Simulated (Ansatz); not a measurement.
Geometry optimisation, RKS LDA/def2-SVP in Ansatz 0.2.0.

Input file:

```yaml
crystal:
  periodic: [false, false, false]
  atoms:
    - { symbol: B, position_ang: [0.024984, 0.309866, -0.016836] }
    - { symbol: F, position_ang: [-0.119073, 0.43358, 1.295821] }
    - { symbol: H, position_ang: [1.147505, 0.422097, -0.478004] }
    - { symbol: H, position_ang: [-0.995504, 0.229162, -0.682309] }
    - { symbol: O, position_ang: [0.188066, -2.209039, 0.561616] }
    - { symbol: H, position_ang: [-0.7582, -2.370127, 0.371565] }
    - { symbol: H, position_ang: [0.154022, -1.669138, 1.392748] }
basis:
  gaussian: { orbitals: def2-SVP }
hamiltonian:
  xc: lda
relax:
  f_tol: 0.03
  max_steps: 50
```

Command:

```bash
$ ansatz run input.yaml --threads 1 --pin off --max-ram 2048MiB --backend cpu --events-out ev --progress --plain --runs-dir out
```

Task: Where does it end, and by what steps?

Result: It converged. After 7 steps the energy has fallen by 0.623 eV; O5 moved furthest, 0.54 Å. Joined: B1–O5 (2.59 → 1.66 Å).

```csv
step,energy less start (eV),largest force component (eV/Å),accepted
0,0.0000,0.840,yes
1,-0.1625,0.958,yes
2,-0.3475,1.260,yes
3,-0.5435,1.564,yes
4,-0.6036,0.429,yes
5,-0.6209,0.164,yes
6,-0.6231,0.046,yes
7,-0.6234,0.024,yes
```

```xyz
7
Properties=species:S:1:pos:R:3
B 0.025 -0.067 0.077
F -0.167 0.408 1.359
H 1.115 0.212 -0.415
H -0.977 -0.031 -0.645
O 0.140 -1.692 0.409
H -0.760 -2.057 0.272
H 0.265 -1.627 1.387
```

Whether the end is a true minimum wasn't checked by a vibrational analysis.

Run time: 9.3 s on 1 thread of Arm Neoverse V1, with other jobs on the host, peak memory 0.12 GiB.
